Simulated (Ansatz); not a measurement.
Two isomers of C2H6S2: A = `SCCS`, B = `CCSS`.

Calculated with Ansatz (gas phase, PBE0-D4/def2-TZVP geometries, no zero-point term in ΔE). CCSD(T)/CBS is the MP2 limit (def2-TZVPP, def2-QZVPP) plus CCSD(T) − MP2 in def2-TZVPP, frozen cores. This one scheme is used for every species. DFT in def2-TZVPP. B3LYP here is the variant with VWN-RPA as its local correlation; programs differ in this. Each species was taken in one conformer, which may not be the lowest.

Q: Which is lower in electronic energy at CCSD(T)/CBS, and by how much? (Estimate.)

A: Ansatz gave: B, by 5.2 kcal/mol.

Q: Give E(B) − E(A) in kcal/mol with PBE0-D4, PBE-D4, ωB97M-V, CCSD/def2-TZVPP, B2PLYP, B3LYP, r2SCAN-D4. (An estimate is asked.)

A: Computed: PBE0-D4 -6.4, PBE-D4 -7.3, ωB97M-V -5.6, CCSD/def2-TZVPP -4.0, B2PLYP -6.0, B3LYP -7.0, r2SCAN-D4 -6.8. None reverses the order clearly.

Largest T1 diagnostic: 0.011.

From PBE to PBE0 (25 % exact exchange), in def2-TZVPP and without D4, E(B) − E(A) moves by +0.9 kcal/mol.
